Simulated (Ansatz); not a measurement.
Input file:

```yaml
crystal:
  periodic: [false, false, false]
  atoms:
    - {symbol: Si, position_ang: [0.000000, 0.000000, 0.000000]}
    - {symbol: H, position_ang: [0.000000, 0.000000, 1.499536]}
basis:
  gaussian: {orbitals: cc-pVTZ}
total_charge: 1
magnetization: {spin_polarized: false, initial_magnetization: 2}
correlation: {method: fci, electrons: outside_noble_gas}
```

```sh
$ ansatz run in.yaml --threads 1 --pin off --events-out ev --progress --plain --max-ram 2393MiB
```

Log:

```
521 factors; integrals over basis functions are off by at most 2.3e-7 eV
mean field evaluation 1: about -7866.3977 eV, gradient 6.0e0 eV
mean field evaluation 2: about -7866.3994 eV, gradient 6.0e0 eV
mean field evaluation 4: about -7866.8406 eV, gradient 1.1e0 eV
mean field evaluation 8: about -7866.8921 eV, gradient 2.9e-3 eV
mean field evaluation 16: about -7866.8921 eV, gradient 1.3e-3 eV
mean field -7866.89209622 eV, -289.1029521651 hartree, gradient 7.2e-6 eV, S^2 2.000000; 2 other end points of the search recorded, 0 dependent functions left out
mean field evaluation 32: about -7866.9977 eV, gradient 1.2e-4 eV
5 core orbitals not correlated: weight in the atoms' cores, before any rotation towards them, 1.000 or more for the frozen orbitals, at most 0.000 for the correlated occupied ones
reference -7866.89209622 eV, -289.1029521651 hartree; 3, 1 occupied and 40, 42 virtual orbitals, 521 factors
state -7868.85397840 eV, -289.1750500053 hartree
Total energy: -7868.85397840 eV, -289.1750500053 hartree
```

Ran on 1 thread of Arm Neoverse V1, shared host: 1.8 s wall, 0.1 GiB peak host memory.
